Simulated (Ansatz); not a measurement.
**C2H7NO2: a ladder of functionals and wavefunction methods**

One table from this session's results is given with a row withheld; the runs are named, their logs left out.

Computed with Ansatz 0.2.0, Gaussian basis. Level: functionals in def2-TZVPP, the program's frozen cores in correlated methods.

The runs, in order: PBE-D4, r2SCAN-D4, PBE0-D4, B3LYP-D4, ωB97X-V, ωB97M-V, B2PLYP; CCSD(T)/def2-TZVPP; MP2/def2-QZVPP; extrapolation to the limit.

## Structure used throughout

All runs share one geometry, relaxed beforehand with PBE0-D4 in a triple-zeta def2 set.

SMILES `CNC(O)O`, 12 atoms, charge 0, spin multiplicity 1.

Atoms are counted from 1 here; the program's logs count them from 0.

Bond lengths: C1–N2 1.454 Å, C1–H6 1.095 Å, C1–H7 1.090 Å, C1–H8 1.091 Å, N2–C3 1.421 Å, N2–H9 1.011 Å, C3–O4 1.404 Å, C3–O5 1.398 Å, C3–H10 1.102 Å, O4–H11 0.962 Å, O5–H12 0.962 Å. Angles: N2–C1–H6 113.7°, N2–C1–H7 109.1°, N2–C1–H8 108.9°, H6–C1–H7 107.9°, H6–C1–H8 109.1°, H7–C1–H8 108.0°, C1–N2–C3 115.9°, C1–N2–H9 111.6°, C3–N2–H9 109.9°, N2–C3–O4 111.1°, N2–C3–O5 112.3°, N2–C3–H10 107.1°, O4–C3–O5 106.2°, O4–C3–H10 110.2°, O5–C3–H10 110.0°, C3–O4–H11 106.9°, C3–O5–H12 107.6°.

The first run:

in.yaml

```yaml
crystal:
  periodic: [false, false, false]
  atoms:
    - {symbol: C, position_ang: [-0.463786, -0.169633, 1.405008]}
    - {symbol: N, position_ang: [0.178134, -0.825984, 0.277849]}
    - {symbol: C, position_ang: [0.416648, -0.010103, -0.861334]}
    - {symbol: O, position_ang: [-0.784247, 0.315693, -1.511195]}
    - {symbol: O, position_ang: [1.020335, 1.204858, -0.525688]}
    - {symbol: H, position_ang: [0.151318, 0.607222, 1.871143]}
    - {symbol: H, position_ang: [-1.390880, 0.294193, 1.066778]}
    - {symbol: H, position_ang: [-0.717553, -0.922004, 2.153479]}
    - {symbol: H, position_ang: [1.032289, -1.289788, 0.554569]}
    - {symbol: H, position_ang: [1.072039, -0.581423, -1.538425]}
    - {symbol: H, position_ang: [-1.272844, -0.505463, -1.622756]}
    - {symbol: H, position_ang: [0.835550, 1.827235, -1.235526]}
basis:
  gaussian: {orbitals: def2-TZVPP}
hamiltonian: {xc: pbe, dispersion: d4}
output: {forces: true, orbitals: {seedname: orbitals}}
```

The run is started by

```bash
ansatz run in.yaml --threads 4 --pin off --events-out ev --progress --plain --max-ram 10444MiB
```

Steps of the session up to this table: PBE-D4 (GGA); r2SCAN-D4 (meta-GGA); PBE0-D4 (hybrid); B3LYP-D4 (hybrid); ωB97X-V (range-separated); ωB97M-V (range-separated); B2PLYP (double hybrid); CCSD(T) in def2-TZVPP; MP2 in def2-QZVPP.

One table of the session follows, with a row left open; its other results are not shown here.

| method | atomisation energy (kcal/mol) |
| --- | --- |
| PBE-D4 | 1113.7 |
| r2SCAN-D4 | 1082.7 |
| PBE0-D4 | 1085.5 |
| B3LYP-D4 | ? |
| ωB97X-V | 1086.6 |
| ωB97M-V | 1088.4 |
| B2PLYP | 1071.9 |
| HF/def2-TZVPP | 741.9 |
| MP2/def2-TZVPP | 1074.1 |
| CCSD/def2-TZVPP | 1036.1 |
| CCSD(T)/def2-TZVPP | 1053.8 |
| MP2/CBS | 1105.4 |
| CCSD(T)/CBS | 1085.1 |

**Question.** Estimate the row for B3LYP-D4.

The run gave: atomisation energy (kcal/mol): 1083.5. In the column «atomisation energy (kcal/mol)» it lies between r2SCAN-D4 (1082.7) and CCSD(T)/CBS (1085.1).

Caveats from the session: Free atoms (2 C, 1 N, 2 O, 7 H) were run apart at each level; the atomisation energy is their sum less the molecule, without zero-point or spin-orbit terms.
